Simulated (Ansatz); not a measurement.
Geometry optimisation, RHF/def2-SVP in Ansatz.

input.yaml

```yaml
crystal:
  periodic: [false, false, false]
  atoms:
    - { symbol: B, position_ang: [0.045144, 0.380931, 0.047562] }
    - { symbol: Cl, position_ang: [-0.076489, 0.600745, 1.859735] }
    - { symbol: H, position_ang: [1.127676, 0.439489, -0.435872] }
    - { symbol: H, position_ang: [-0.976826, 0.333876, -0.558114] }
    - { symbol: O, position_ang: [0.11797, -2.188649, 0.464508] }
    - { symbol: H, position_ang: [-0.683664, -2.66858, 0.314834] }
    - { symbol: H, position_ang: [0.095689, -1.927411, 1.398047] }
basis:
  gaussian: { orbitals: def2-SVP }
hamiltonian:
  xc: hf
relax:
  f_tol: 0.03
  max_steps: 50
output:
  orbitals: {}
```

Run as:

```bash
$ ansatz run input.yaml --threads 1 --pin off --max-ram 2048MiB --backend cpu --events-out ev --progress --plain --runs-dir out
```

**Question.** Where does it end, and by what steps?

**Answer.** The run converged. After 12 steps the energy has fallen by 0.265 eV; H6 moved furthest, 0.75 Å. Joined: B1–O5 (2.60 → 1.69 Å).

| step | energy less start (eV) | largest force component (eV/Å) | accepted |
| --- | --- | --- | --- |
| 0 | 0.0000 | 1.205 | yes |
| 1 | -0.0028 | 2.559 | yes |
| 2 | -0.0345 | 2.269 | yes |
| 3 | -0.0956 | 1.366 | yes |
| 4 | -0.1412 | 0.269 | yes |
| 5 | -0.1796 | 0.797 | yes |
| 6 | -0.1853 | 0.972 | yes |
| 7 | -0.2366 | 0.611 | yes |
| 8 | -0.2040 | 0.970 | no |
| 9 | -0.2588 | 0.164 | yes |
| 10 | -0.2613 | 0.162 | yes |
| 11 | -0.2652 | 0.042 | yes |
| 12 | -0.2654 | 0.009 | yes |

```xyz
7
Properties=species:S:1:pos:R:3
B 0.020 -0.064 0.129
Cl -0.375 0.590 1.821
H 1.157 0.120 -0.204
H -0.858 0.104 -0.669
O -0.019 -1.743 0.353
H -0.880 -2.027 0.640
H 0.604 -2.010 1.020
```

Whether the end is a true minimum wasn't checked by a vibrational analysis.

Run time: 12 s on 1 thread of Arm Neoverse V1, with other jobs on the host, peak memory 0.12 GiB.
